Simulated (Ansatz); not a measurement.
Cost and result for the atomization energy of C$_{3}$H$_{8}$N$_{2}$ (`C/N=C\CN`) (13 atoms, 12 bonds).

Cartesian coordinates in Å:
```
C -1.8999 0.5943 -0.5731
N -1.2993 -0.7123 -0.6519
C -0.0962 -0.8826 -0.3153
C 0.8939 0.1239 0.2157
N 2.0936 -0.5607 0.6641
H -1.2790 1.3822 -0.1306
H -2.1806 0.9073 -1.5833
H -2.8306 0.5201 -0.0039
H 0.3132 -1.8919 -0.4217
H 0.4125 0.7450 0.9860
H 1.1712 0.8038 -0.5985
H 1.8950 -1.1325 1.4761
H 2.8061 0.1032 0.9363
```

Charge 0, multiplicity 1. The structure was optimised at the PBE0-D4/def2-TZVP level. It is one conformer, not always the lowest. Program: Ansatz. All runs use 4 threads of an Arm Neoverse V1 on a shared host. Times are those of one run each, without the atoms' runs, and a repeat can differ threefold. Electronic energies, without spin–orbit coupling; frozen cores. CCSD(T)/CBS adds CCSD(T) − MP2 in def2-TZVPP to the MP2 limit, and its time is that of the two runs behind it. T1 = 0.011. B3LYP takes the VWN-RPA correlation (the form of Gaussian; ORCA's B3LYP/G).

CCSD(T)/CBS is a level of theory with its own doubt, some kJ/mol a heavy atom from the limit and from the frozen cores, so smaller differences don't rank the functionals.

```
                             level  functions  wall time
   PBE-D4/def2-TZVPP (with forces)        267      2.5 s
                PBE0-D4/def2-TZVPP        267      2.5 s
 B3LYP-D4/def2-TZVPP (with forces)        267      4.2 s
r2SCAN-D4/def2-TZVPP (with forces)        267      4.6 s
                 B2PLYP/def2-TZVPP        267        6 s
                ωB97X-V/def2-TZVPP        267      7.5 s
  ωB97M-V/def2-TZVPP (with forces)        267       11 s
                    MP2/def2-QZVPP        525       28 s
                CCSD(T)/def2-TZVPP        267    3.3 min
                 CCSD(T)/CBS(def2)          –    3.8 min
```

Question: What atomization energy does each give, and how far from CCSD(T)/CBS? (An estimate is asked.)

Answer: Computed: 
| level | atomization (kcal/mol) | difference from CCSD(T)/CBS | per bond |
| --- | --- | --- | --- |
| PBE-D4/def2-TZVPP (with forces) | 1227.1 | 36.9 | 3.1 |
| PBE0-D4/def2-TZVPP | 1200.3 | 10.1 | 0.8 |
| B3LYP-D4/def2-TZVPP (with forces) | 1198.5 | 8.3 | 0.7 |
| r2SCAN-D4/def2-TZVPP (with forces) | 1189.5 | -0.7 | -0.1 |
| B2PLYP/def2-TZVPP | 1182.4 | -7.8 | -0.7 |
| ωB97X-V/def2-TZVPP | 1195.8 | 5.6 | 0.5 |
| ωB97M-V/def2-TZVPP (with forces) | 1197.0 | 6.8 | 0.6 |
| MP2/def2-QZVPP | 1191.3 | 1.1 | 0.1 |
| CCSD(T)/def2-TZVPP | 1157.6 | -32.6 | -2.7 |
| CCSD(T)/CBS(def2) | 1190.2 | 0.0 | 0.0 |

The D4 term adds +8.0 kcal/mol with B3LYP and +4.2 kcal/mol with PBE0; it sums over pairs of atoms, weighted by their polarisabilities, and B3LYP, whose exchange is more repulsive, gets the larger term. In def2-TZVPP, CCSD(T) changes the Hartree–Fock value by +322.4 kcal/mol (the triples alone add +18.8 kcal/mol) and MP2 by +336.8 kcal/mol; breaking electron pairs costs correlation energy, which Hartree–Fock lacks. From PBE to PBE0 (25 % exact exchange), in def2-TZVPP and without D4, the atomization energy moves by −26.0 kcal/mol: exact exchange takes away binding that semilocal exchange gives to molecules.
